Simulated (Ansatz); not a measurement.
# AlBH₃+ (singlet): the correlation ladder, cc-pVTZ

Aim: climb from Hartree-Fock through coupled cluster for AlBH₃+ (singlet) at one geometry and basis, and see what each rung misses.

Method: cc-pVTZ, core rule «outside noble gas», up to 6 orbitals frozen; program: Ansatz 0.2.0, Gaussian basis.

To be run: UHF; CCSD(T) on RHF; BCCD(T) on RHF; CCSDT(Q) on RHF.

10 further runs of the same task are left out: 6 for a known fault of the program, 4 set aside as unsound or not needed.

## (1) The system

The geometry is a PBE0/def2-TZVP stationary point (not a proven minimum) of the parent state, kept for this charge and spin.

5 atoms, charge 1, spin multiplicity 1.

Atoms are counted from 1 here; the program's logs count them from 0.

Bond lengths: B1–Al2 1.995 Å, B1–H3 1.197 Å, B1–H4 1.197 Å, Al2–H5 1.587 Å. Angles: Al2–B1–H3 119.3°, Al2–B1–H4 119.3°, H3–B1–H4 121.4°, B1–Al2–H5 180.0°.

As a file:

```
B     0.0000    0.0000    1.3781
Al    0.0000    0.0000   -0.6166
H     0.0000    1.0440    1.9635
H     0.0000   -1.0440    1.9635
H     0.0000    0.0000   -2.2031
```

## (2) UHF

in.yaml reads:

```yaml
crystal:
  periodic: [false, false, false]
  atoms:
    - {symbol: B, position_ang: [0.000000, 0.000000, 1.378062]}
    - {symbol: Al, position_ang: [0.000000, 0.000000, -0.616560]}
    - {symbol: H, position_ang: [0.000000, 1.043975, 1.963476]}
    - {symbol: H, position_ang: [0.000000, -1.043975, 1.963476]}
    - {symbol: H, position_ang: [0.000000, 0.000000, -2.203146]}
basis:
  gaussian: {orbitals: cc-pVTZ}
total_charge: 1
magnetization: {spin_polarized: true, initial_magnetization: 0}
hamiltonian: {xc: hf}
output: {orbitals: {seedname: orbitals}}
```

Launch:

```sh
> ansatz run in.yaml --threads 1 --pin off --events-out ev --progress --plain --max-ram 3968MiB --backend cpu
```

The runs that follow: CCSD(T) on RHF; BCCD(T) on RHF; CCSDT(Q) on RHF.

Before running them: what should the planned runs give, taken together? Wanted: RCCSDT(Q) below the RHF energy; RMP2 from RCCSDT(Q); RCCSD from RCCSDT(Q); RCCSD(T) from RCCSDT(Q); T1 diagnostic.

**Answer**, as computed:

| quantity | value |
| --- | --- |
| RCCSDT(Q) below the RHF energy | -5.0582 eV |
| RMP2 from RCCSDT(Q) | +998.8 meV |
| RCCSD from RCCSDT(Q) | +145.1 meV |
| RCCSD(T) from RCCSDT(Q) | +25.6 meV |
| levels within 1 kcal/mol (43 meV) | RCCSD(T), BCCD(T), RCCSDT |
| T1 diagnostic | 0.010 |

**Reading.** RCCSD(T) lands +25.6 meV from the yardstick (0.5 % of the correlation energy). These misses are within one basis, not against nature.
